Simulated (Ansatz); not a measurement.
Ideal-gas functions of `C#CCC#N` at 400 K and 1 bar, from an Ansatz frequency run at PBE0-D4/def2-TZVP.

Molar mass 65.07 g/mol, point group Cs (symmetry number 1), electronic degeneracy 1, moments of inertia 25.148, 172.78, 194.814 u Å². Harmonic wavenumbers (cm⁻¹, unscaled): 140, 321, 361, 371, 585, 692, 709, 918, 930, 1012, 1238, 1336, 1438, 2261, 2396, 3054, 3091, 3482.

Use S(trans) = R[1.5 ln M + 2.5 ln T − 1.1517]; rotational temperatures θ = 24.2544 K / I; S(rot) = R[ln(√π/σ · √(T³/θAθBθC)) + 1.5]; for each mode x = 1.438777 ν̃/T, S = R[x/(eˣ − 1) − ln(1 − e⁻ˣ)] and H = RT x/(eˣ − 1); 1 cm⁻¹ = 0.0119627 kJ/mol; R = 8.31446 J/(mol·K).

Task: By hand: the entropy, in J/(mol·K).

Result: Translation 167.0. Rotation: θ = 0.9645, 0.1404, 0.1245 K, giving 108.9. Vibration, mode by mode: 14.11, 7.57, 6.70, 6.51, 3.51, 2.59, 2.47, 1.36, 1.31, 1.04, 0.53, 0.40, 0.29, 0.02, 0.01, 0.00, 0.00, 0.00, in all 48.4. Electronic 0.0. Sum 324.3 J/(mol·K).

Task: By hand: H − E and G − E in kJ/mol, counted from the electronic energy.

Result: Zero-point energy ½ × 24335 × 0.0119627 = 145.6; thermal vibration 11.5; translation, rotation and pV give 4 RT = 13.3. H − E = 170.4 kJ/mol, and G − E = 170.4 − 400 × 324.3/1000 = 40.7 kJ/mol.

Vibration gives 15 % of the entropy, 14.1 J/(mol·K) of it from the mode under 150 cm⁻¹: soft modes count most, and the harmonic formula is weakest for them.
